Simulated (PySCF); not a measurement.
Species: C3H7NO (charge +1 and doublet state).
Atom-mapped SMILES: `[CH3:1][CH2:2][NH:3][CH:4]=[O+:5]` (hydrogens: H6, H7, H8 on C1; H9, H10 on C2; H11 on N3; H12 on C4)

Geometry (GFN2-xTB, Å), atoms numbered from 1 in this order:
```
atom  x, y, z in Å
C1    -1.2712   -0.3812   -0.2909
C2    -0.4826    0.7786    0.2384
N3     0.8832    0.3947    0.5731
C4     1.5135   -0.5227   -0.1381
O5     1.0144   -1.2635   -0.9666
H6    -2.1471   -0.0795   -0.8603
H7    -0.5793   -0.9354   -1.0096
H8    -1.5097   -1.1294    0.4649
H9    -0.4640    1.6122   -0.4758
H10   -0.9493    1.1529    1.1611
H11    1.3964    0.9852    1.2152
H12    2.5968   -0.6126    0.0626
```

The hyperfine couplings belong to this conformer and change with its torsions.

Method: UKS B3LYP, pcH-1 on C H N O, non-relativistic, mean-field spin-orbit, GIAO (PySCF). One conformer (not necessarily the lowest) at the GFN2-xTB geometry, without solvent, vibrations or thermal averaging. Couplings are sensitive to structure, and on GFN2-xTB geometries they can be far from those on DFT ones, by a factor of two or more for some ions and for spin on atoms past the first row. No stability test was run, so a lower SCF solution isn't excluded.

Principal values of hyperfine tensors in MHz (contact and dipolar terms together), for some of the nuclei:

```
atom  isotope       A1      A2      A3
  H7       1H   176.81  189.98  263.41
 H12       1H   201.75  205.28  217.98
 H10       1H    93.69   94.81  103.31
  O5      17O  -251.95   41.52   52.82
  H6       1H    19.41   28.16   46.36
  C1      13C     0.06    0.52   77.12
  H8       1H     1.32   11.77   25.44
  C2      13C   -14.55  -13.65   -5.47
```

Q: Give the isotropic coupling of each nucleus in MHz and in mT (g = 2.0047), and the anisotropic part.

A: a_iso is a third of the trace, T = A − a_iso, and a(mT) = a(MHz)/(g × 13.996).

```json
{"atom": "H7", "a_iso (MHz)": "210.07", "a_iso (mT)": "7.487", "T1": "-33.26", "T2": "-20.08", "T3": "53.34"}
{"atom": "H12", "a_iso (MHz)": "208.34", "a_iso (mT)": "7.425", "T1": "-6.59", "T2": "-3.05", "T3": "9.64"}
{"atom": "H10", "a_iso (MHz)": "97.27", "a_iso (mT)": "3.467", "T1": "-3.58", "T2": "-2.46", "T3": "6.04"}
{"atom": "O5", "a_iso (MHz)": "-52.54", "a_iso (mT)": "-1.872", "T1": "-199.42", "T2": "94.06", "T3": "105.36"}
{"atom": "H6", "a_iso (MHz)": "31.31", "a_iso (mT)": "1.116", "T1": "-11.90", "T2": "-3.15", "T3": "15.05"}
{"atom": "C1", "a_iso (MHz)": "25.90", "a_iso (mT)": "0.923", "T1": "-25.84", "T2": "-25.38", "T3": "51.22"}
{"atom": "H8", "a_iso (MHz)": "12.84", "a_iso (mT)": "0.458", "T1": "-11.52", "T2": "-1.07", "T3": "12.59"}
{"atom": "C2", "a_iso (MHz)": "-11.22", "a_iso (mT)": "-0.400", "T1": "-3.32", "T2": "-2.43", "T3": "5.75"}
```

Q: What spin density at the nucleus of C2 lies behind its contact coupling (g_N = 1.40482)?

A: a_FC = (2μ0/3) gₑ μB g_N μN ρ(0)/(2S·h) = 800.24 MHz × g_N × ρ(0)/(2S), with ρ in bohr⁻³. With a_FC = -11.22 MHz and 2S = 1, ρ(0) = -0.009983 bohr⁻³.

Q: C4 (13C, g_N = 1.40482) isn't in the table. Its spin density at the nucleus is -0.04207 bohr⁻³. What is its contact coupling?

A: By the same relation, a_FC = -47.3 MHz. Its full tensor has the principal values -56.22, -48.08, -37.59 MHz.

Q: Name the largest traceless tensor T of the table and describe it.

A: O5: -199.4, 94.1, 105.4 MHz, nearly axial, close to the ratio +1:+1:−2, the form that spin in one p orbital centred on that nucleus gives (the nuclear moment is negative).

Q: In a single crystal, with the field along each principal axis of the tensor of H7 in turn, what first-order splitting does this nucleus give (isotropic g, quadrupole terms neglected)?

A: 2 lines (I = 1/2), spaced by |A_i|/(g × 13.996): 6.30, 6.77, 9.39 mT along the axes of A1, A2 and A3.
